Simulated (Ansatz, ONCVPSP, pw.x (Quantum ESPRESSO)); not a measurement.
niobium: does the ONCV potential hold in the solid?

```
Element                 : Nb
Generator               : ONCVPSP 4.0.1.1 (patched build)
Type                    : optimised norm-conserving Vanderbilt (ONCV)
Functional              : LDA (Perdew-Wang 92)
Relativity              : scalar-relativistic
Frozen core             : [Ar] 3d10
Valence charge          : 13
Reference configuration : 4s2 4p6 4d4 5s0.75 5p0.25
Partial waves           : 4s+5s: rc 2.15 bohr, ncon 4, nbas 9, qcut 6.8 1/bohr, 2 projectors; 4p+5p: rc 2.30 bohr, ncon 4, nbas 9, qcut 5.5 1/bohr, 2 projectors; 4d: rc 2.15 bohr, ncon 3, nbas 8, qcut 8.9 1/bohr, local
Local potential         : the d channel
Core correction         : Teter function, fcfact 4, rcfact 1.2
```

Crystal test: fcc Nb in pw.x 7.5, no spin, 14³ k-points, Fermi–Dirac smearing 0.01 Ry, cutoffs 50/200 Ry. The lattice is a test structure that the element need not adopt, and mesh and smearing are coarse.

pw.x input:

```
&control
  calculation='scf', prefix='x', pseudo_dir='./', outdir='./tmp', tstress=.true., disk_io='none'
/
&system
  ibrav=0, nat=1, ntyp=1, ecutwfc=50, ecutrho=200, nbnd=14,
  occupations='smearing', smearing='fd', degauss=0.01
/
&electrons
  conv_thr=1e-09, mixing_beta=0.4, electron_maxstep=70
/
ATOMIC_SPECIES
Nb 1.0 Nb.UPF
CELL_PARAMETERS angstrom
  0.00000000 2.06834613 2.06834613
  2.06834613 0.00000000 2.06834613
  2.06834613 2.06834613 0.00000000
ATOMIC_POSITIONS crystal
Nb 0.0000 0.0000 0.0000
K_POINTS automatic
14 14 14 0 0 0
```

```bash
pw.x < Nb.scf.in > Nb.scf.out
```

Q: How does the run end?

A: It converges; the pressure is 1.12 GPa against 0.54 GPa from all-electron LAPW.  The log shows:

```
     charge density cutoff     =     200.0000  Ry
     scf convergence threshold =      1.0E-09
     Exchange-correlation= SLA  PW   NOGX NOGC
     number of k points=   104  Fermi-Dirac smearing, width (Ry)=  0.0100
     iteration #  1     ecut=    50.00 Ry     beta= 0.40
     total energy              =    -119.26315216 Ry
     estimated scf accuracy    <       0.10124830 Ry
     iteration #  2     ecut=    50.00 Ry     beta= 0.40
     total energy              =    -119.26580699 Ry
     estimated scf accuracy    <       0.01198330 Ry
     iteration #  3     ecut=    50.00 Ry     beta= 0.40
     total energy              =    -119.26723702 Ry
     estimated scf accuracy    <       0.00065443 Ry
     iteration #  4     ecut=    50.00 Ry     beta= 0.40
     total energy              =    -119.26728491 Ry
     estimated scf accuracy    <       0.00002055 Ry
     iteration #  5     ecut=    50.00 Ry     beta= 0.40
     total energy              =    -119.26729002 Ry
     estimated scf accuracy    <       0.00000060 Ry
     iteration #  6     ecut=    50.00 Ry     beta= 0.40
     total energy              =    -119.26729006 Ry
     estimated scf accuracy    <          4.8E-09 Ry
     iteration #  7     ecut=    50.00 Ry     beta= 0.40
     total energy              =    -119.26729006 Ry
     estimated scf accuracy    <          2.7E-09 Ry
     iteration #  8     ecut=    50.00 Ry     beta= 0.40
     the Fermi energy is    18.3011 ev
!    total energy              =    -119.26729006 Ry
     estimated scf accuracy    <          5.4E-11 Ry
     smearing contrib. (-TS)   =      -0.00650443 Ry
     The total energy is F=E-TS. E is the sum of the following terms:
     one-electron contribution =     -16.78271153 Ry
     hartree contribution      =      15.43086082 Ry
     xc contribution           =     -18.78902482 Ry
     ewald contribution        =     -99.11991011 Ry
     convergence has been achieved in   8 iterations
          total   stress  (Ry/bohr**3)                   (kbar)     P=       11.20
     Message from routine punch:
     Nothing written, as per user request (disk_io='none')
```
